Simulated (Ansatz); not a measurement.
# AlBClH3: the cost of one run

Program: Ansatz 0.2.0 through its Python package. Level of theory: B3LYP/def2-SVP. These are calculated values, not measurements.

## (1) The system

Bond lengths: Al1–B2 2.005 Å, B2–Cl3 1.832 Å, Al1–H4 1.561 Å, Al1–H5 1.644 Å, B2–H6 1.194 Å. Angles: Al1–B2–Cl3 118.3°, Al1–B2–H6 120.2°, Cl3–B2–H6 121.5°, B2–Al1–H4 121.9°, B2–Al1–H5 120.9°, H4–Al1–H5 117.2°.

No structure file is read: the coordinates are typed or built in the script.

## (2) Script

relaxed_scan.py reads:

```python
"""One bond of AlBClH3 held at set lengths while the rest relaxes."""

import ansatz
import numpy as np

GEOMETRY = """
Al   -0.67330    0.40050   -0.56820
B     0.74940   -0.29510    0.66150
Cl    1.15440   -2.08090    0.59890
H    -1.40970   -0.52660   -1.58550
H    -1.09670    1.98950   -0.55560
H     1.31780    0.44860    1.40280
"""

mol = ansatz.Crystal.molecule()
for line in GEOMETRY.strip().splitlines():
    symbol, *xyz = line.split()
    mol = mol.atom(symbol, [float(v) for v in xyz])

setup = (
    mol.calculation()
    .basis(gaussian="def2-SVP")
    .functional("B3LYP")
)
symbols = [site.symbol for site in mol.cartesian_sites]
pairs = [(0, 1), (0, 3), (0, 4), (1, 2), (1, 5)]
print("held (A)   E (eV)        ", "  ".join(f"{symbols[i]}{i}-{symbols[j]}{j}" for i, j in pairs))
for length in [1.44, 1.56, 1.69, 1.87, 2.11]:
    rep = setup.relax(constraints=[ansatz.DistanceConstraint((0, 3), at=length)], force_tolerance=0.02, max_steps=60).run(threads=1, pin="off").report
    xyz = np.array(rep["positions_ang"])
    print(f"{length:6.2f} {rep['free_energy_ev']:14.5f}  ", "  ".join(f"{np.linalg.norm(xyz[i] - xyz[j]):.3f}" for i, j in pairs))
```

## (3) What the engine is handed

The package turns the script's settings into the engine's input (first run):

```yaml
crystal:
  periodic: [false, false, false]
  atoms:
    - { symbol: Al, position_ang: [-0.6733, 0.4005, -0.5682] }
    - { symbol: B, position_ang: [0.7494, -0.2951, 0.6615] }
    - { symbol: Cl, position_ang: [1.1544, -2.0809, 0.5989] }
    - { symbol: H, position_ang: [-1.4097, -0.5266, -1.5855] }
    - { symbol: H, position_ang: [-1.0967, 1.9895, -0.5556] }
    - { symbol: H, position_ang: [1.3178, 0.4486, 1.4028] }
basis:
  gaussian:
    orbitals: def2-SVP
hamiltonian:
  xc: b3lyp
relax:
  f_tol: 0.02
  max_steps: 60
  constraints:
    - { distance: [0, 3], at: 1.44 }
```

## (4) Running it

The run is started by

```
$ python relaxed_scan.py
```

Q: Estimate wall time and peak memory on 1 thread of Arm Neoverse V1, shared host.

About 3 min, with a peak of 0.21 GiB.
